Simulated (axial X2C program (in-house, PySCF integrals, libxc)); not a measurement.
**Photoelectron levels of AlF by EOM-IP-CCSD**

Computed with an in-house all-electron X2C program for linear molecules (integrals from PySCF): two-component X2C with atomic mean-field Coulomb and Gaunt terms, Gaussian nuclei, basis Al dyall-v3z, F dyall-av3z with contracted cores.

R = 1.544 Å (0.920 times 1.678 Å, the PBE0 minimum at charge 0 for the lowest determinant).

Vertical ionisation energies of AlF to the states of AlF⁺:

```
Ω of AlF⁺  vertical IE (eV)  above lowest (cm⁻¹)                  ionised spinor  one-hole weight
      1/2             9.465                    0  61% Al sσ, 20% Al pσ, 11% F pσ             0.97
      1/2            17.034                61044                        89% F pσ             0.90
```

This point took 7 s on 1 thread of Intel(R) Xeon(R) Processor @ 2.30GHz, on a shared host.

Reference electrons by ω block (each with its −ω partner): 1/2: 9, 3/2: 2. 10 electrons of AlF correlated (inner shells frozen), 94 natural virtual spinors (a truncated set); levels can be off by some tenths of an eV. Roots sought by Ω: (1/2: 4, 3/2: 3, 5/2: 1); rows need 60 % one-particle weight and stop where some Ω has no more roots. Missing are any skipped roots, higher Ω and states of a further excitation; these come out far too high here and may in truth be low or lowest. T1 of the reference 0.013 (Lee–Taylor). Number of frozen shells: Al 2 s, 1 p; F 1 s. Left out with split weight: Ω = 1/2 at 15.44 eV (0.54), Ω = 1/2 at 15.99 eV (0.41), Ω = 3/2 at 15.43 eV (0.57), Ω = 3/2 at 15.98 eV (0.37).
